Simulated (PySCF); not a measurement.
SO2: fields on a plane

All numbers come from PySCF, TPSS, basis S def2-TZVP, O def2-TZVP (no relativity, density fitting).

The singlet minimum has S–O 1.454 Å (×2); O–S–O 118.9°.

The plane holds S1 at (0.00, 0.00), O2 at (1.45, 0.00), O3 at (-0.70, 1.27) Å. Columns run from x = -2.85 to 3.75 Å, rows from y = 3.45 (top) to -1.95 Å, in steps of 0.3 Å. Other isomers or separated fragments may lie lower.

**Question.** Give the highest occupied orbital (Å^-3/2) at -8.03 eV (cut at ±0.3; overall sign arbitrary). Every second row and column.

**Answer.** 
```
 0.00  0.00  0.01  0.01  0.02  0.01  0.00  0.00  0.00  0.00  0.00  0.00
 0.00  0.01  0.02  0.05  0.06  0.04  0.02  0.01  0.00  0.00  0.00  0.00
 0.00  0.01  0.04  0.14  0.20  0.11  0.04  0.02  0.01  0.01  0.00  0.00
 0.00 -0.01  0.01  0.28  0.30  0.20  0.08  0.06  0.04  0.03  0.01  0.00
-0.01 -0.02 -0.11 -0.30 -0.30  0.08  0.10  0.16  0.14  0.07  0.02  0.01
 0.00 -0.02 -0.07 -0.23 -0.28  0.01 -0.01  0.30  0.30  0.12  0.03  0.01
 0.00  0.00  0.02  0.12  0.28 -0.30 -0.30 -0.30  0.25  0.08  0.03  0.01
 0.00  0.01  0.05  0.18  0.30  0.29 -0.12 -0.29 -0.06  0.01  0.01  0.00
 0.00  0.01  0.04  0.10  0.16  0.12  0.01 -0.06 -0.03 -0.01  0.00  0.00
 0.00  0.01  0.02  0.03  0.05  0.04  0.01 -0.01 -0.01  0.00  0.00  0.00
```

**Question.** Give the electrostatic potential (V) (cut at 20 V). Every second row and column.

**Answer.** 
```
-0.3 -0.4 -0.5 -0.6 -0.6 -0.5 -0.4 -0.3 -0.3 -0.2 -0.2 -0.2
-0.3 -0.5 -0.7 -0.9 -0.9 -0.7 -0.5 -0.4 -0.3 -0.3 -0.3 -0.2
-0.4 -0.6 -0.8  0.1  0.1 -0.7 -0.5 -0.4 -0.4 -0.4 -0.3 -0.3
-0.4 -0.7  0.3 20.0 20.0  2.3  0.3 -0.3 -0.6 -0.6 -0.5 -0.4
-0.3 -0.5  0.9 20.0 20.0 11.2  4.2  1.1 -0.5 -0.9 -0.7 -0.4
 0.0  0.0  0.8  8.5 20.0 20.0 20.0 20.0  9.9 -0.7 -0.8 -0.5
 0.2  0.4  1.5  9.2 20.0 20.0 20.0 20.0 20.0 -0.3 -0.8 -0.5
 0.3  0.6  1.2  3.7 15.7 20.0  9.7  6.7  1.8 -0.7 -0.6 -0.4
 0.3  0.5  0.7  1.2  2.3  3.4  2.0  0.2 -0.5 -0.6 -0.4 -0.3
 0.3  0.4  0.5  0.7  0.8  1.0  0.7  0.1 -0.2 -0.3 -0.3 -0.2
```
